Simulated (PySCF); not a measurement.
C2H2, charge +1, quartet, geometry from GFN2-xTB of the parent state (a state made from the parent by changing its charge; the spin is typed, not shown lowest); PBE/6-31G (PySCF).

Here is a job for PySCF.
```python
from pyscf import gto, scf, dft

mol = gto.M(
    atom='''
C    -0.00551819    0.03208200    0.61232370
C    -0.01710497    0.04493818   -0.61130026
H     0.05212052   -0.21358621   -1.66624117
H     0.08361842   -0.24853489    1.66010049
''',
    basis='6-31g',
    charge=1,
    spin=3,
    verbose=4,
)

mf = dft.ROKS(mol)
mf.xc = 'pbe'
mf.kernel()
```

What the program printed (banner, timings and long lists left out):

```
PySCF version 2.14.0

[INPUT] verbose = 4
[INPUT] num. atoms = 4
[INPUT] num. electrons = 13
[INPUT] charge = 1
[INPUT] spin (= nelec alpha-beta = 2S) = 3
[INPUT] symmetry False subgroup None
[INPUT] Mole.unit = angstrom
[INPUT] Symbol           X                Y                Z      unit          X                Y                Z       unit  Magmom
[INPUT]  1 C     -0.005518190000   0.032082000000   0.612323700000 AA   -0.010427867803   0.060626193528   1.157124092580 Bohr   0.0
[INPUT]  2 C     -0.017104970000   0.044938180000  -0.611300260000 AA   -0.032323708669   0.084920852736  -1.155190071275 Bohr   0.0
[INPUT]  3 H      0.052120520000  -0.213586210000  -1.666241170000 AA    0.098493508270  -0.403619440884  -3.148739468775 Bohr   0.0
[INPUT]  4 H      0.083618420000  -0.248534890000   1.660100490000 AA    0.158015912769  -0.469662874499   3.137135265356 Bohr   0.0

nuclear repulsion = 24.3308788393398
number of shells = 14
number of NR pGTOs = 52
number of NR cGTOs = 22
basis = 6-31g
ecp = {}

******** <class 'pyscf.dft.roks.ROKS'> ********
method = ROKS
initial guess = minao
damping factor = 0
level_shift factor = 0
DIIS = <class 'pyscf.scf.diis.CDIIS'>
diis_start_cycle = 1
diis_space = 8
diis_damp = 0
SCF conv_tol = 1e-09
SCF conv_tol_grad = None
SCF max_cycles = 50
direct_scf = True
direct_scf_tol = 1e-13
num. doubly occ = 5  num. singly occ = 3
XC library pyscf.dft.libxc version 7.1.2
    S. Lehtola, C. Steigemann, M. J. T. Oliveira, and M. A. L. Marques,  SoftwareX 7, 1–5 (2018)
XC functionals = pbe
    J. P. Perdew, K. Burke, and M. Ernzerhof,  Phys. Rev. Lett. 77, 3865 (1996)
    J. P. Perdew, K. Burke, and M. Ernzerhof,  Phys. Rev. Lett. 78, 1396 (1997)
    J. P. Perdew, K. Burke, and M. Ernzerhof,  Phys. Rev. Lett. 77, 3865 (1996)
    J. P. Perdew, K. Burke, and M. Ernzerhof,  Phys. Rev. Lett. 78, 1396 (1997)
radial grids:
    Treutler-Ahlrichs [JCP 102, 346 (1995); DOI:10.1063/1.469408] (M4) radial grids

becke partition: Becke, JCP 88, 2547 (1988); DOI:10.1063/1.454033
pruning grids: <function nwchem_prune>
grids dens level: 3
symmetrized grids: False
atomic radii adjust function: <function treutler_atomic_radii_adjust>
small_rho_cutoff = 0
Set gradient conv threshold to 3.16228e-05
tot grids = 47856
init E= -77.2499899792982
  HOMO = -0.0709524931844732  LUMO = -0.050751363647761  gap/eV = 0.54970
cycle= 1 E= -76.5721558827166  delta_E= 0.678  |g|= 0.155  |ddm|= 1.81
  HOMO = -0.377450184770792  LUMO = -0.376312439607343  gap/eV = 0.03096
cycle= 2 E= -76.5785827834154  delta_E= -0.00643  |g|= 0.152  |ddm|= 0.96

WARN: HOMO -0.336947426633019 >= LUMO -0.336615992570067

cycle= 3 E= -76.5884998926187  delta_E= -0.00992  |g|= 0.00649  |ddm|= 0.249

WARN: HOMO -0.331558349820141 >= LUMO -0.332492196000442

cycle= 4 E= -76.5885048358988  delta_E= -4.94e-06  |g|= 0.00235  |ddm|= 0.0434

WARN: HOMO -0.331161567657643 >= LUMO -0.332559332421551

cycle= 5 E= -76.5854454143394  delta_E= 0.00306  |g|= 0.0295  |ddm|= 0.545

WARN: HOMO -0.330976279965767 >= LUMO -0.332474299329087

cycle= 6 E= -76.5884152625384  delta_E= -0.00297  |g|= 0.00559  |ddm|= 0.482

WARN: HOMO -0.331144205277796 >= LUMO -0.33238708356456

cycle= 7 E= -76.5884449814167  delta_E= -2.97e-05  |g|= 0.0047  |ddm|= 0.0163

WARN: HOMO -0.331177144084657 >= LUMO -0.332358949450402

cycle= 8 E= -76.5884389885038  delta_E= 5.99e-06  |g|= 0.00487  |ddm|= 0.00367

WARN: HOMO -0.33128892467131 >= LUMO -0.332363787057651

cycle= 9 E= -76.5884885410436  delta_E= -4.96e-05  |g|= 0.00309  |ddm|= 0.152

WARN: HOMO -0.331315105009214 >= LUMO -0.332365737731994

cycle= 10 E= -76.5885188498288  delta_E= -3.03e-05  |g|= 0.000585  |ddm|= 0.0473

WARN: HOMO -0.331304231308796 >= LUMO -0.332359797785355

cycle= 11 E= -76.5885199736918  delta_E= -1.12e-06  |g|= 4.33e-05  |ddm|= 0.0103

WARN: HOMO -0.331302284424666 >= LUMO -0.332361379957598

cycle= 12 E= -76.588519979753  delta_E= -6.06e-09  |g|= 2.09e-06  |ddm|= 0.000775

WARN: HOMO -0.331302223493968 >= LUMO -0.332361506027761

cycle= 13 E= -76.5885199797548  delta_E= -1.76e-12  |g|= 1.74e-06  |ddm|= 6.88e-05

WARN: HOMO -0.331302201593841 >= LUMO -0.332361505054062

Extra cycle  E= -76.5885199742938  delta_E= 5.46e-09  |g|= 4.01e-05  |ddm|= 0.00074
converged SCF energy = -76.5885199742938
```
